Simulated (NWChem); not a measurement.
## Correlation energy of nitrogen trifluoride (F$_{3}$N)

SMILES: FN(F)F
```xyz
4

F      0.6162    -0.1189     1.0658
N     -0.0032     0.4745     0.0000
F      0.6162    -0.1189    -1.0658
F     -1.2298    -0.1314     0.0000
```
Charge 0, spin multiplicity 1.

The numbers come from NWChem runs, not from measurements. The geometry was optimised at B3LYP/def2-SVP, a minimum by its harmonic frequencies.

Basis set: def2-SVP. Each correlation energy counts from its own Hartree-Fock reference.

The correlated methods keep 4 core orbitals frozen. No row is a measurement; the coupled-cluster row has its own basis-set and correlation limits.

Problem. For the correlation energy, MP2 gives -730.9 mHa and SCS-MP2 gives -705.0 mHa. What do CR-CCSD[T], CR-CCSD(T), CCSD give?

Solution. CR-CCSD[T]: -759.1 mHa; CR-CCSD(T): -757.5 mHa; CCSD: -743.6 mHa.
